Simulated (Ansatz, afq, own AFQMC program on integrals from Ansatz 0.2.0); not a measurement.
**AFQMC, coupled cluster and functionals along a coordinate of H2 + Br, doublet**

```tsv
atom	x (Å)	y (Å)	z (Å)
H	0.0000	0.0000	-1.1120
H	0.0000	0.0000	-0.3670
Br	0.0000	0.0000	1.4790
```

A hydrogen atom is moved from one rigid fragment to the other; the H1–H2 distance tells how far. The two fragments are held close together, so this isn't a minimum-energy path and the start is a compressed complex. Energies in kJ/mol count from this geometry (0.745 Å) at the same level; the start stands on UHF, each point on the determinant named.

Basis cc-pVTZ. Noble-gas cores (and the filled d shells of Ga–Kr and In–Xe) are frozen. AFQMC by an in-house program on the Cholesky factors that Ansatz 0.2.0 writes for its CCSD(T) run. ph-AFQMC/CISD is guided by a CISD state made of CCSD amplitudes; releasing the constraint for a short imaginary time cuts its bias at the price of noise, slowly where states lie close. Error bars are statistical, one sigma. No spin–orbit coupling.

Cautions, each for one point or more: inner d shell frozen; no relativity below Rb; no spin-orbit coupling; unrestricted determinant slightly spin contaminated.

```csv
r(H1–H2) / Å,det.,T1,weight,⟨S²⟩,CCSD(T),ph-AFQMC/CISD,released AFQMC,CCSDT(Q),HF,PBE0
0.835,UHF,0.013,0.91,0.78,9.2,9.1 ± 0.3,9.0 ± 0.3,9.0,17.1,2.7
0.880,UHF,0.014,0.91,0.79,17.1,16.7 ± 0.3,17.2 ± 0.4,16.9,28.3,7.9
0.926,UHF,0.015,0.91,0.80,25.4,25.0 ± 0.3,25.4 ± 0.3,25.1,38.7,13.9
0.971,UHF,0.016,0.91,0.80,32.7,32.4 ± 0.3,32.5 ± 0.4,32.3,46.6,19.7
1.061,UHF,0.015,0.91,0.79,43.2,42.9 ± 0.3,–,42.9,54.1,29.8
```

Weight is that of the determinant in the CISD state; at the start T1 is 0.011 and the weight 0.91, and ⟨S²⟩ is 0.77. A dash marks a missing value, a released energy that hasn't settled or a functional that sits on another state. Largest departures from CCSDT(Q), at the points where its series has closed: CCSD(T) 0.3 kJ/mol at 0.971 (on UHF), ph-AFQMC/CISD -0.2 kJ/mol at 0.926 (on UHF) (within the noise), released AFQMC 0.3 kJ/mol at 0.880 (on UHF) (within the noise), HF 14.3 kJ/mol at 0.971 (on UHF), PBE0 -13.1 kJ/mol at 1.061. Functionals count only at points shown to share the start's state and spin.

Some points may be missing: those where a free walk finds a much lower state, and past Zn most of those on another determinant than at the start.

A walk keeps the symmetry of its determinant, which the program's search chose and which needn't be the lowest solution, so a lower state of the same spin and another symmetry isn't excluded. Released energies are given only where the last usable release times agree within the noise; a slower fall can still hide under it.
